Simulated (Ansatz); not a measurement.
Correlation energies of `[CH2]F` radical by basis set

```
atom    x (Å)    y (Å)    z (Å)
  C1   0.1093  -0.0056  -0.0971
  F2  -0.7406  -0.8919   0.4158
  H3   0.9346   0.2647   0.5482
  H4  -0.3033   0.6328  -0.8670
```

Total charge 0; spin multiplicity 2. The structure was optimised at the PBE0-D4/def2-TZVP level. Frozen core, unrestricted reference, the Gaussian-basis code of Ansatz. CBS rows extrapolate triple and quadruple zeta.

```json
{"basis": "def2-SVP", "HF (Eh)": "-138.29627", "MP2 corr.": "-0.30165", "CCSD corr.": "-0.32158", "(T)": "-0.00569", "CCSD(T) total": "-138.62354"}
{"basis": "def2-TZVPP", "HF (Eh)": "-138.46888", "MP2 corr.": "-0.39556", "CCSD corr.": "-0.41204", "(T)": "-0.01213", "CCSD(T) total": "-138.89305"}
{"basis": "def2-QZVPP", "HF (Eh)": "-138.47542", "MP2 corr.": "-0.42994", "CCSD corr.": "-0.44250", "(T)": "-0.01426", "CCSD(T) total": "-138.93218"}
{"basis": "CBS(def2)", "HF (Eh)": "-138.47632", "MP2 corr.": "-0.45542", "CCSD corr.": "-0.46506", "(T)": "-0.01584", "CCSD(T) total": "-138.95722"}
{"basis": "cc-pV(D+d)Z", "HF (Eh)": "-138.41256", "MP2 corr.": "-0.30405", "CCSD corr.": "-0.32440", "(T)": "-0.00597", "CCSD(T) total": "-138.74293"}
{"basis": "cc-pV(T+d)Z", "HF (Eh)": "-138.46108", "MP2 corr.": "-0.39783", "CCSD corr.": "-0.41372", "(T)": "-0.01237", "CCSD(T) total": "-138.88717"}
{"basis": "cc-pV(Q+d)Z", "HF (Eh)": "-138.47263", "MP2 corr.": "-0.43147", "CCSD corr.": "-0.44398", "(T)": "-0.01426", "CCSD(T) total": "-138.93087"}
{"basis": "CBS(cc)", "HF (Eh)": "-138.47611", "MP2 corr.": "-0.45541", "CCSD corr.": "-0.46552", "(T)": "-0.01560", "CCSD(T) total": "-138.95723"}
```
